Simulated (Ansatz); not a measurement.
For 1T (CdI2-type) SnS₂, PBE-D4 in Ansatz (plane waves, PAW) gives:

equilibrium lattice constant a: 3.668 Å
lattice parameter c: 5.802 Å

What does PBE0 in Ansatz (PAW) give for the same quantities?


- lattice constant a: 3.659 Å (decreases by 0.2 %)
- lattice parameter c: 6.757 Å (goes up by 16 %)

For comparison: lattice constant a 3.646 Å (measured, room temperature, no zero-point or thermal correction, our sources range from 3.640 to 3.650; as tabulated in Lima et al. (2018), arXiv:1803.05430); lattice parameter c 5.893 Å (measured, room temperature, not corrected to a static lattice; as tabulated in Lima et al. (2018), arXiv:1803.05430).

Changes are worked out from the printed values.

Unless a cell is named, each level is at its own relaxed cell (PBE-D4 22.54, PBE0 26.11 Å³/atom).

Caveats: the cell comes from a level without a dispersion term, which matters for the spacing of layers, chains or molecules (PBE0). Ansatz's density-functional and Hartree–Fock values are scalar-relativistic unless marked +SOC, with PAW data made under PBE.

Ansatz is a first-principles code.
